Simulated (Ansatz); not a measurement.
Consider the hydrogen abstraction from a C–H bond: `CC(F)F` + H• → `C[C](F)F`• + H₂.

Gas-phase electronic energies from Ansatz, PBE0-D4/def2-TZVP geometries. CCSD(T)/CBS adds triple-zeta CCSD(T) − MP2 to the extrapolated MP2 energy (def2 sets, frozen cores). This one scheme is used for every species, atoms too. DFT in def2-TZVPP. B3LYP here is the variant with VWN-RPA as its local correlation; programs differ in this. No spin–orbit coupling; open shells (•) take unrestricted orbitals.

```json
{"level": "B3LYP-D4", "ΔE (eV)": "-0.24"}
{"level": "PBE", "ΔE (eV)": "-0.15"}
{"level": "r2SCAN0", "ΔE (eV)": "-0.24"}
{"level": "MP2/CBS(def2)", "ΔE (eV)": "0.12"}
```

Task: What does CCSD(T)/CBS give? (Estimate.)

Result: The calculation gave: -0.05 eV. The listed levels differ from it by -0.19, -0.10, -0.19, 0.17 eV.

Task: What do rigid-rotor, harmonic-oscillator terms from PBE0-D4/def2-TZVP frequencies (298.15 K, 1 bar) make of the CCSD(T)/CBS value? (An estimate is asked.)

Result: The calculation gave: ΔZPE = -0.09 eV, ΔH = -0.12 eV, ΔS = 23 J/(mol·K), ΔG = -0.19 eV. Open shells count their whole term as degenerate.

Largest T1 diagnostic among the species: 0.014.

From BLYP to BHLYP (50 % exact exchange), in def2-TZVPP and without D4, ΔE moves by +0.15 eV. At CCSD(T), def2-SVP lies +0.07 eV from the extrapolated value and def2-TZVPP −0.00 eV.
